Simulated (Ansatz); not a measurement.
Basis-set extrapolation for C$_{2}$H$_{7}$N, SMILES `CCN` (PBE0-D4/def2-TZVP geometry, frozen core, Ansatz). Multiplicity 1, RHF reference.

```tsv
	def2-TZVPP	def2-QZVPP
HF	-134.308726	-134.315622
MP2 correlation	-0.577161	-0.615027
CCSD(T) correlation	-0.634031	not run
```

Energies in hartree. Use E(X) = E(∞) + A·exp(−7.88·√X) for Hartree–Fock and E(X) = E(∞) + B·X^(−2.97) for correlation, with X = 3 and 4, and add CCSD(T) minus MP2 of the smaller set to the MP2 limit.

Q: What is the CCSD(T) energy at the basis-set limit?

A: HF limit: -134.315622 + (-0.006896) × 0.13774 = -134.31657. MP2 limit: -0.615027 + (-0.037866) × 0.74074 = -0.64308. Higher-order term: -0.634031 − (-0.577161) = -0.05687. Total: -135.01652 hartree, 2.01 eV below CCSD(T)/def2-TZVPP.
